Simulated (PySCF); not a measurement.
Species: BFH₅P.
Z-matrix (Å and degrees, PBE0-D3(BJ)/def2-SVP geometry), rows numbered from 1:
```
B 
P   1  1.8584
F   2  1.6033  1  123.65
H   1  1.2457  2   87.87  3   179.88
H   1  1.2135  2  110.29  3   -67.21
H   1  1.2132  2  110.60  3    66.85
H   2  1.4158  1  114.11  3  -122.50
H   2  1.4157  1  113.95  3   122.30
```

The calculation used core-valence-separated Tamm–Dancoff BHandHLYP/aug-pcX-1 (pcseg-1 on H, def2-SVPD on P) in PySCF, non-relativistic, gas phase, PBE0-D3(BJ)/def2-SVP geometry. The energies are unshifted.

Give energies, oscillator strengths and core holes at the B K edge.

| E (eV) | f | core hole on | main final orbital |
| --- | --- | --- | --- |
| 187.83 | 0.0177 | B1 | LUMO (64 %) |
| 188.93 | 0.0215 | B1 | LUMO+1 (44 %) |
| 189.22 | 0.0008 | B1 | LUMO+5 (52 %) |
| 189.64 | 0.0043 | B1 | LUMO+3 (67 %) |
| 190.16 | 0.0211 | B1 | LUMO+4 (43 %) |
| 190.26 | 0.0139 | B1 | LUMO+2 (48 %) |
| 190.48 | 0.0054 | B1 | LUMO+6 (42 %) |

The first line with a tenth or more of the strongest one's intensity is at 187.83 eV (f = 0.018), with the hole on B1 (four-coordinate boron). The strongest listed is at 188.93 eV (f = 0.021; B1).

Give energies, oscillator strengths and core holes at the F K edge.

```
E (eV)       f  core hole on  main final orbital
684.58  0.0258            F3         LUMO (50 %)
687.29  0.0061            F3         LUMO (46 %)
687.35  0.0101            F3       LUMO+5 (64 %)
688.19  0.0105            F3       LUMO+3 (40 %)
688.72  0.0030            F3       LUMO+4 (51 %)
688.91  0.0032            F3       LUMO+2 (64 %)
689.50  0.0028            F3       LUMO+6 (50 %)
```

The first line with a tenth or more of the strongest one's intensity is at 684.58 eV (f = 0.026), with the hole on F3 (phosphorus-bound fluorine). It is also the strongest listed.

Roots within 0.03 eV whose holes lie on the same, on equivalent or on shared atoms are summed into one line, and the highest roots are left out, as the search may have cut off their partners. Final orbitals are the ground state's empty Kohn–Sham orbitals.

What length of transition dipole belongs to the line at 188.93 eV?

From f = (2/3) ΔE |μ|² in atomic units, with ΔE = 6.943 Eh and f = 0.0215: |μ| = 0.068 au = 0.17 D.

Only the lowest roots of each edge were sought.
